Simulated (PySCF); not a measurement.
Computed with PBE-D3(BJ)/def2-TZVP // B3LYP-D3(BJ)/def2-TZVP run with PySCF. Isolated molecules, 0 K electronic values unless said otherwise. One relaxed conformer stands for a flexible species; it need not be the lowest. Excitations are Tamm–Dancoff values on a coarser integration grid. The basis has no diffuse functions, so Rydberg states are missing or too high.

Reference species (SMILES): `[Cl][Al]([Cl])[Cl]` (neutral, multiplicity 1).

- HOMO–LUMO gap: 5.78 eV
- S1 excitation (TDA): 5.90 eV
- S1 oscillator strength: 0.000

Changed species: `[OH][Al]([OH])[OH]` (3 of 3 Cl replaced by OH; the reference has 0 of 3 Cl replaced by OH).

Question: Give the shifts of the HOMO–LUMO gap, S1 excitation (TDA) and S1 oscillator strength.

Answer: the HOMO–LUMO gap rises by 0.19 eV, to 5.97 eV; the S1 excitation (TDA) increases by 0.15 eV, to 6.05 eV; the S1 oscillator strength is nearly the same.
